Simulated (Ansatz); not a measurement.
**Basis-set limit of InO$_{2}$, quartet**

```xyz
3

In    0.0000   -0.2484    0.0000
O     0.0000    0.8913   -1.7097
O     0.0000    0.8913    1.7097
```

Connectivity, by distances: O–In–O.

Ansatz 0.2.0, UHF determinant, valence electrons correlated, core potentials past Kr. Energies in eV.

```tsv
set	X	functions	Hartree–Fock	MP2 correlation	CCSD(T) correlation	time
def2-TZVPP	3	112	-9222.3222	-11.4231	-12.4937	32 s on 1 × NVIDIA H100 80GB HBM3 with 1 thread of AMD EPYC 7R13 Processor (Zen 3) (shared host)
def2-QZVPP	4	196	-9222.5525	-12.4723	-13.4997	61 s on 1 × NVIDIA H100 80GB HBM3 with 1 thread of AMD EPYC 7R13 Processor (Zen 3), with other jobs on the host
```

Hartree–Fock is taken to follow E(X) = E∞ + A·exp(−7.88·√X), correlation E(X) = E∞ + B·X^−2.97.

Cautions: no spin-orbit coupling; inner d shell frozen; another spin lies lower.

Task: Work out the CCSD(T) energy at the limit, and how far the shortcut misses it that extrapolates MP2 and adds CCSD(T) minus MP2 from the smaller set.

Result: Hartree–Fock: E∞ = E4 + 0.1377·(E4 − E3) = -9222.5842. Correlation: E∞ = E4 + 0.7407·(E4 − E3) = -14.2450 for CCSD(T) and -13.2496 for MP2. The limit is -9236.8292 eV, 0.777 eV below def2-QZVPP. The shortcut gives a correlation energy of -13.2496 + (-1.0706) = -14.3202, 75 meV lower than the direct value.

The exponents were fitted on light atoms, and def2 sets of heavy atoms don't grow evenly, so the limit is rough here.
